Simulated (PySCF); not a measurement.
# Gas-phase thermal properties of AlClF

Computed with PySCF (xtb for GFN2) and rigid-rotor harmonic-oscillator thermochemistry at 1 bar. 'Table' is the NASA 1993 thermochemical table (part measured, part estimated). 6-31G* has spherical d functions here. Open shells (unrestricted): AlClF (multiplicity 2). GFN2 has no spin-polarisation term. B3LYP is the form with VWN-RPA correlation. The harmonic model lacks anharmonicity and excited electronic states, which grow with temperature; levels with a mode under 35 cm⁻¹ are left out. The table's entry may be an old estimate for AlClF (not checked at source).

```tsv
level	point group	σ	ZPE (kJ/mol)	S°298 (J/mol/K)	Cp298 (J/mol/K)	S°1000 (J/mol/K)	H1000 − H298 (kJ/mol)
table	-	-	-	282.9	48.8	348.1	38.4
B3LYP/6-31G*	Cs	1	9.2	283.8	48.7	348.8	38.2
GFN2-xTB	Cs	1	8.1	286.9	49.7	352.6	38.6
HF/6-31G*	Cs	1	9.8	282.3	48.0	346.8	38.0
PBE/def2-SVP	Cs	1	9.0	284.3	48.9	349.4	38.3
PBE0/def2-TZVP	Cs	1	9.2	283.6	48.7	348.5	38.2
```
σ: rotational symmetry number. Electronic degeneracy used: 2. Frequencies are unscaled.
